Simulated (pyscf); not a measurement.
This saddle point was located with ωB97X-D3(BJ)/def2-SVP in PySCF.

```xyz
10

N     -1.8071    -0.2935    -0.3304
Ga    -1.9828     0.5994     1.2581
H     -0.6414    -0.1145    -0.9048
H     -1.9740    -1.2946    -0.4453
H     -3.1548     0.1716     2.2023
H     -1.0351     1.8182     1.4957
C      0.5671    -0.0526    -1.2775
H      0.5198     0.1251    -2.3596
H      0.9987     0.7940    -0.7277
H      1.0457    -1.0071    -1.0239
```
Charge 0, spin multiplicity 2.

Surface: doublet, charge 0. Lowest wavenumbers (cm⁻¹): 1642i, 48, 97, 173, 401.

Which two sides does it connect, and which bonds change?

H₂N–GaH₂ (SMILES [NH2][GaH2]) + CH₃• (SMILES [CH3]) ⇌ •HN–GaH₂ (SMILES [NH][GaH2]) + CH₄ (SMILES C), a hydrogen abstraction read from left to right: H–N broken and C–H formed. At ωB97M-D3(BJ)/def2-TZVP it lies +18.9 kcal/mol from the left side and +11.3 kcal/mol from the right (each side as separated species at their lowest minima found). •HN–GaH₂ lies 34.2 kcal/mol over its isomer [H₂N–GaH]•, and others may lie lower still (electronic energy, ωB97M-D3(BJ)). One saddle was located; it need not be the lowest between these sides. The angle at the transferred H is 170°. Elements up to Kr have no core potential and no relativistic terms here.
